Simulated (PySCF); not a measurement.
## Broadened absorption spectrum of C4H5P

Compound: C₄H₅P.
Bonds: C1–C2, C2–C3 (double), C3–P4, P4–C5, C1–C5 (double). Hydrogens: H6 on C1; H7 on C2; H8 on C3; H9 on P4; H10 on C5.

Method: TDDFT B3LYP/def2-SVPD, vertical, gas phase, core orbitals frozen in the response in PySCF 2.14.0, density-fitted response routines. Geometry: PBE0-D3(BJ)/def2-SVP; no solvent, vibrations or thermal averaging.

Computed states:

```tsv
state	E (eV)	f
S1	4.66	0.040
S2	4.95	0.099
S3	6.10	0.0052
S4	6.26	0.0055
S5	6.57	0.0027
S6	6.65	0.042
S7	6.78	0.026
S8	6.82	0.0030
S9	7.00	0.0041
S10	7.20	0.038
```

Broadening: Gaussians 0.25 eV wide at half height, area fixed by f = 4.319×10⁻⁹ ∫ε dν̃. The width is an assumption, not a result. The curve ends short of the highest state used, and states not computed would add to its high-energy end.

Q: Give the broadened spectrum and its maxima.

A: 
| E (eV) | ε (L mol⁻¹ cm⁻¹) |
| --- | --- |
| 4.29 | 9 |
| 4.39 | 160 |
| 4.49 | 1153 |
| 4.59 | 3442 |
| 4.69 | 4664 |
| 4.79 | 5417 |
| 4.89 | 9436 |
| 4.99 | 10062 |
| 5.09 | 4598 |
| 5.19 | 868 |
| 5.29 | 67 |
| 5.39 | 2 |
| 5.49 | 0 |
| 5.59 | 0 |
| 5.69 | 0 |
| 5.80 | 10 |
| 5.90 | 91 |
| 6.00 | 377 |
| 6.10 | 741 |
| 6.20 | 866 |
| 6.30 | 692 |
| 6.40 | 636 |
| 6.50 | 2032 |
| 6.60 | 5053 |

Maxima: 251 nm (4.95 eV), ε about 11000, made up of S2 (99%); 200 nm (6.19 eV), ε about 870, made up of S3 (47%) and S4 (53%) (ε in L mol⁻¹ cm⁻¹; maxima over ε = 5, shares over 10%). At its high-energy end, 6.60 eV, the curve is still rising (ε about 5100, from S6 and S7).

Q: What would ε be at 4.95 eV, the highest of these maxima, with half the width (0.125 eV)?

A: About 21400 L mol⁻¹ cm⁻¹ against 10800, a factor of about 1.98; a lone state at its own centre would give exactly 2.

Q: On this curve, what absorbance would a 10⁻⁴ mol/L sample give at 280 nm over a 1 cm path?

A: 280 nm is 4.428 eV, where ε is about 380 L mol⁻¹ cm⁻¹, so A = ε c l ≈ 0.038 (Beer–Lambert, with the gas-phase spectrum and the assumed width).

Q: Coming from long wavelengths, where does ε first pass 100 L mol⁻¹ cm⁻¹?

A: At about 284 nm (4.37 eV), 0.29 eV below S1.

The vertical ionisation energy (ΔSCF) is 8.79 eV, 1.59 eV above S10.
